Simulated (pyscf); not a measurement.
Single points on ωB97X-D3(BJ)/def2-SVP structures (PySCF, gas phase).

SMILES: [SiH3]N([SiH3])[SiH3]
```xyz
13

Si    -0.8881     1.2491    -2.1121
N     -0.5725     0.1650    -0.7770
Si     0.0173    -1.4521    -1.0845
Si    -0.8424     0.6994     0.8659
H     -0.0407     2.4749    -2.0350
H     -0.5677     0.5091    -3.3679
H     -2.3175     1.6762    -2.1447
H      0.1910    -2.1186     0.2395
H     -0.9462    -2.2396    -1.9079
H      1.3271    -1.4309    -1.7990
H     -1.3413     2.1044     0.7977
H      0.4156     0.6638     1.6676
H     -1.8564    -0.1487     1.5581
```

Question: How much does it cost (ΔH, 298 K, ωB97M-D3(BJ)/def2-TZVP) to split H₃Si–N(SiH₃)–SiH₃ at its N–Si bond into SiH₃• + H₃Si–N•–SiH₃?

Answer: N–Si to SiH₃• + H₃Si–N•–SiH₃: 108.9 kcal/mol. The 7 functionals that were run give +98.4 (PBE) to +112.8 kcal/mol (ωB97X-D3(BJ)). H₃Si–N•–SiH₃ lies 19.5 kcal/mol over its isomer •H₂Si–NH–SiH₃, and others may lie lower still (electronic energy, ωB97M-D3(BJ)).
